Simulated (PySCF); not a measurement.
# Level of theory and proton affinities: acetonitrile

Structure: `CC#N` (C2H3N). Coordinates in Å; atoms count from 1 in this order:
```
C    -0.4861    0.0048   -0.0160
C     0.9664   -0.0093    0.0100
N     2.1229   -0.0204    0.0308
H    -0.8616   -0.7592   -0.7117
H    -0.8866   -0.2043    0.9862
H    -0.8513    0.9888   -0.3431
```

All levels share the PBE0-D3(BJ)/def2-SVP structures and the PBE0-D3(BJ)/def2-SVP thermal terms; only the single-point energies (PySCF) change. Values are proton affinities (298 K, kJ/mol).

Measured (NIST Chemistry WebBook): proton affinity (−ΔH) 779 kJ/mol.

| level | N3 | time |
| --- | --- | --- |
| LDA/def2-TZVP | 777 | 5.8 s |
| M06-2X/def2-TZVP (grid 3) | 779 | 6.1 s |
| ωB97M-D3(BJ)/def2-TZVP (grid 3) | 780 | 6 s |
| PBE0-D3(BJ)/pcseg-1 | 782 | 1.3 s |
| PBE0-D3(BJ)/aug-cc-pVDZ | 788 | 2.2 s |
| PBE0-D3(BJ)/6-311+G** | 790 | 1.9 s |
| PBE-D3(BJ)/def2-TZVP | 791 | 6.6 s |
| PBE0-D3(BJ)/6-31G* | 791 | 1.1 s |
| B3LYP-D3(BJ)/def2-TZVP | 791 | 2.8 s |
| BHandHLYP/def2-TZVP | 791 | 2.6 s |
| BP86-D3(BJ)/def2-TZVP | 792 | 6.8 s |
| PBE0-D3(BJ)/6-311++G(2d,2p) | 792 | 2.5 s |
| ωB97X-D3(BJ)/def2-TZVP | 793 | 3.1 s |
| r2SCAN-D3(BJ)/def2-TZVP (grid 3) | 793 | 9.8 s |
| PBE0-D3(BJ)/cc-pVDZ | 794 | 1.3 s |
| PBE0-D3(BJ)/ma-def2-TZVP | 794 | 3.2 s |
| PBE0-D3(BJ)/def2-TZVPD | 794 | 3.7 s |
| M06/def2-TZVP (grid 3) | 794 | 6 s |
| PBE0-D3(BJ)/def2-TZVP | 794 | – |
| PBE0-D3(BJ)/ma-def2-SVP | 794 | 1.5 s |
| PBE0-D3(BJ)/pcseg-2 | 796 | 3.4 s |
| LC-ωPBE/def2-TZVP | 796 | 7.1 s |
| TPSS-D3(BJ)/def2-TZVP (grid 3) | 797 | 10 s |
| TPSSh-D3(BJ)/def2-TZVP (grid 3) | 798 | 6.9 s |
| PBE0-D3(BJ)/cc-pVTZ | 798 | 3.3 s |
| PBE0-D3(BJ)/def2-SVPD | 799 | 1.9 s |
| B97-2/def2-TZVP | 801 | 2.5 s |
| PBE0-D3(BJ)/6-31G | 805 | 0.95 s |
| OPBE/def2-TZVP | 808 | 6.2 s |

Times are wall times for all single points of a level on 1 thread of AMD EPYC 7B13, a shared host; the dash marks the run that also made the structures. BP86, LC-ωPBE, LDA, OPBE, PBE, TPSS, r2SCAN ran on a slower path of this set-up, which computes the density-fitting integrals anew in every SCF cycle while the other levels store them. So the times needn't show the usual order of cost, and those levels read slower than they are.

The spread: 31 kJ/mol, from 777 to 808.
